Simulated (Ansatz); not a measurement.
System: hcp Y. Method: PBE in Ansatz (plane waves, PAW).

Numerical settings: plane-wave cutoff 520 eV, 18×18×10 k mesh (along the axes of the cell as run), Fermi–Dirac smearing 0.05 eV, scalar-relativistic PAW data made under PBE.

Computed points:

| V (Å³/atom) | E − E_lowest (meV/atom) |
|---|---|
| 31.566 | 7.05 |
| 32.223 | 1.71 |
| 32.881 | 0.00 |
| 33.539 | 1.65 |
| 34.196 | 6.38 |

Question: Fit the third-order Birch–Murnaghan equation and give B0 and B′.

Answer: V0 = 32.878 Å³/atom, B0 = 40.8 GPa, B′ = 3.0 (fit to the energies at full precision).

Shape and atoms are relaxed at each volume.

Measured, for comparison: bulk modulus 41.7 GPa (zero-point energy and finite temperature contributions removed, sources range from 37.3 to 41.7; as tabulated in doi:10.1021/acs.jctc.3c00612); equilibrium volume per atom 32.95 Å³/atom (copied from a table, unchecked, extrapolated to 0 K and zero-point effects removed; as tabulated in Lejaeghere et al. (2013), arXiv:1204.2733). Computed less measured: bulk modulus -2.2 % (inside the range of the sources held), equilibrium volume per atom not scored (unchecked).

The computed numbers hold no vibrational or temperature effects.

Ansatz is an electronic-structure program.
